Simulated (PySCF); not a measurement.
Species: C4H5Cl (charge +1 and doublet state).
Structure used (GFN2-xTB), in Å, numbered top down from 1:
```xyz
10
C4H5Cl angstrom
C     -1.869   -0.088   -0.050
C     -0.587    0.322   -0.267
C      0.519   -0.360    0.286
C      1.842   -0.007    0.113
Cl     2.363    1.290   -0.786
H     -2.092   -0.954    0.557
H     -2.708    0.440   -0.478
H     -0.400    1.194   -0.881
H      0.320   -1.232    0.899
H      2.621   -0.600    0.584
```

The hyperfine couplings belong to this conformer and change with its torsions.

The species is `[CH]([CH2+])/C=C\Cl` [radical] (charge +1).

Method: UKS B3LYP, pcH-1 on C Cl H, non-relativistic, mean-field spin-orbit, GIAO in PySCF. Geometry: GFN2-xTB, one conformer, isolated ion. A GFN2-xTB geometry isn't a minimum of the functional, and hyperfine couplings can be far from their values at a DFT geometry, by a factor of two or more for some ions and for spin on atoms past the first row. Stability of the SCF solution: not tested.

Task: The isotropic 13C couplings are +31.8, +22.0, -14.6, +2.9 MHz. Assign them to C1; C2; C3; C4.

Result: 
```tsv
site	a_iso (MHz)	ρ(0) (bohr⁻³)	position	distance from C1 (Å)	spin population	largest |T| (MHz)
C1	+31.8	+0.0283	largest spin population	0.00	+0.44	68.6
C2	-14.6	-0.0129	1 bond from C1	1.36	+0.01	5.1
C3	+2.9	+0.0028	1 bond from C4	2.43	+0.15	28.0
C4	+22.0	+0.0191	a main spin site	3.72	+0.30	56.2
```

ρ(0) is the spin density at the nucleus and T the dipolar tensor; a_iso includes a spin–orbit part. Largest spin populations (Mulliken): C1 (+0.44), C4 (+0.30), Cl5 (+0.16) and C3 (+0.15). Main spin sites, with 60 % or more of the largest population: C1, C4; positions count bonds from the nearest.

β density exceeds α density at some nuclei, such as C2 (-0.0129), H7 (-0.0064) and H6 (-0.0062), spin density in bohr⁻³. In a single determinant that takes different orbitals for the two spins, that is spin polarisation.

H6 and H7 aren't averaged: C1 is flat or nearly so (angle sum 360°), and its turn about the short C1–C2 bond (1.36 Å) is taken as slow.

C2, the radical centre as drawn in `[CH2+][CH]/C=C\Cl`, holds a spin population of +0.01 out of 1.
